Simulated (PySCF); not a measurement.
fluorine cation (F₂), SMILES FF (connectivity only; charge and spin as stated), charge +1, multiplicity 2. Geometry: B3LYP-D3(BJ)/def2-TZVPD. The multiplicity is an assumed one; other spin states were not compared.

These are B3LYP-D3(BJ)/def2-TZVPD run with PySCF values and carry that method's errors.

Harmonic wavenumbers (cm⁻¹): 1234. Rotational constants (GHz): 31.82 (linear); symmetry number 2.

**Question.** Work out the zero-point energy and the ideal-gas rigid-rotor harmonic-oscillator thermochemistry at 298.15 K and 1 atm.

**Answer.** ZPE = ½ Σ hcν = ½ × 1234 cm⁻¹ = 1.76 kcal/mol. H − E(el) = 3.85 kcal/mol. Entropy in cal/(mol K): translation 36.83, rotation 11.09, vibration 0.04, spin 1.38, total 49.34. G − E(el) = -10.86 kcal/mol. Cp = 7.14 cal/(mol K).
